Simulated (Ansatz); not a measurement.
# COS, SMILES O=C=S: the interaction energy of a dimer with the counterpoise correction

With Ansatz's Python interface.

Interactive session:
```pycon
>>> from dataclasses import dataclass
>>> import ansatz as az
>>> @dataclass(frozen=True)
... class RunConfig:
...     basis: str = "def2-SVPD"
...     functional: str = "b3lyp"
...
>>> cfg = RunConfig()
>>> FIRST = [
...     ("O", (0.9177, 0.6827, 0.5796)),
...     ("C", (0.0927, 0.0663, 0.0583)),
...     ("S", (-1.0104, -0.749, -0.6379)),
... ]
>>> SECOND = [
...     ("O", (4.1707, -2.3628, 3.9414)),
...     ("C", (3.7731, -1.9846, 2.926)),
...     ("S", (3.2465, -1.4862, 1.5693)),
... ]
>>> def energy(atoms, ghosts=()):
...     molecule = az.Crystal.molecule()
...     for symbol, xyz in atoms:
...         molecule = molecule.atom(symbol, xyz)
...     calc = (
...         molecule.calculation()
...         .basis(gaussian=cfg.basis)
...         .functional(cfg.functional)
...         .scf(lower_state_search="standard")
...     )
...     deck = calc.input()
...     if ghosts:
...         deck = deck.set(az.key.basis.gaussian.ghost_atoms, [{"symbol": s, "position_ang": list(xyz)} for s, xyz in ghosts])
...     return az.Session.from_dict(deck).plan().execute().report["free_energy_ev"]
...
>>> # ghost atoms carry the functions of the partner
>>> both = energy(FIRST + SECOND)

>>> alone = energy(FIRST) + energy(SECOND)
>>> ghosted = energy(FIRST, SECOND) + energy(SECOND, FIRST)
>>> print(f"dimer {both:.6f} eV")
dimer -27829.388540 eV
>>> print(f"interaction, uncorrected   {(both - alone):8.3f} eV")
interaction, uncorrected      0.010 eV
>>> print(f"interaction, counterpoise  {(both - ghosted):8.3f} eV")
interaction, counterpoise     0.027 eV
>>> print(f"basis-set superposition    {(alone - ghosted):8.3f} eV")
basis-set superposition       0.017 eV
```

Uncorrected it is 0.010 eV, with the counterpoise correction 0.027 eV; the difference, 0.02 eV, is the superposition error. In this basis both values are repulsive.

What to keep in mind:
- These settings explore the input space; basis and method may be short of convergence.
- The dimer is a generated trial pose of unrelaxed monomers, not a minimum, so the figure is no binding energy, and the basis set is small.
- b3lyp holds the VWN-RPA fit, as in Gaussian; the form of ORCA and Turbomole is b3lyp5.
- This level lacks the dispersion part of the attraction (electrostatics and induction are there), which can decide the sign where the interaction is weak.
- Wall time of the script: 12 s on 1 thread of Arm Neoverse V2, with other jobs on the host, peak memory 0.34 GiB.

(Lines on the test bed's own set-up are left out of the output.)
